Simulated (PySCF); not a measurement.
## Bond curve of MgSi⁻

Set-up: basis Mg aug-pcseg-1, Si aug-pcseg-1; no relativity; PySCF 2.14. Energies in eV from Mg + Si⁻ in their ground configurations at the same level. State: ⁴Σ⁻ (quartet), unpaired electrons σ ↑, π ↑↑.

| R (Å) | r²SCAN | M06 |
| --- | --- | --- |
| 2.349 | -0.769 | -0.7017 |
| 2.459 | -0.949 | -0.8618 |
| 2.568 | -1.041 | -0.9397 |
| 2.650 | -1.069 | -0.9606 |
| 2.732 | -1.073 | -0.9591 |
| 2.814 | -1.058 | -0.9416 |
| 2.923 | -1.020 | -0.9020 |
| 3.060 | -0.955 | -0.8390 |
| 3.224 | -0.865 | -0.7587 |
| 3.442 | -0.746 | -0.6547 |

Put a parabola through the three lowest points of the r²SCAN curve and estimate Re, k and ωe (reduced mass 12.91 u; 1 eV/Å² = 0.16022 mdyn/Å; ωe = 1302.8·√(k/μ) cm⁻¹).

Through R = 2.65, 2.732, 2.814 Å the second-order coefficient is 1.41 eV/Å², so Re ≈ 2.708 Å, k ≈ 0.453 mdyn/Å and ωe ≈ 244 cm⁻¹. A polynomial fit of higher order to the unrounded r²SCAN energies gives Re = 2.704 Å, k = 0.477 mdyn/Å, ωe = 250 cm⁻¹; anharmonicity and rounding make the difference.

The higher-order fit for each curve: r²SCAN: Re = 2.704 Å, ωe = 250 cm⁻¹, De = 1.07 eV; M06: Re = 2.683 Å, ωe = 248 cm⁻¹, De = 0.96 eV.

For an ion De counts to the pair picked by the measured ionisation energies or electron affinities, which need not be the lowest pair at this level. The highest Kohn–Sham level is positive in this anion. Much of that is self-interaction error, but it also means that the finite basis helps to hold the extra electron. The state is the lowest determinant that a PBE0 search found; another state may lie lower at other levels.
